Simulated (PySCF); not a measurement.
From results back to the method.

Species: C4H6N2.
SMILES: `C(=C)(C#N)CN`

The closed-shell ground state was solved 3 times with PySCF (density fitting, gas phase), always with B3LYP, in these basis sets: 6-31G*, 6-31G-J and pcJ-0. One conformer (not necessarily the lowest) at the PBE0-D3(BJ)/def2-SVP geometry, without solvent, vibrations or thermal averaging.

```tsv
row	total energy (Eh)	HOMO (eV)	LUMO (eV)	dipole (D)
P	-265.0256	-6.68	-1.63	3.08
Q	-265.4857	-6.83	-1.34	3.14
R	-265.4632	-6.67	-1.44	3.13
```

Which basis belongs to which row?

P = pcJ-0, Q = 6-31G*, R = 6-31G-J. From the lowest total energy up: 6-31G* (96 functions) 0 eV; 6-31G-J (96 functions) +0.61 eV; pcJ-0 (96 functions) +12.52 eV.

Shape of the structure used: `[CH2:1]=[C:2]([C:3]#[N:4])[CH2:5][NH2:6]`: C1–C2–C5–N6 123°, H–N6–C5–C2 -54°, H–N6–C5–C2 65°.
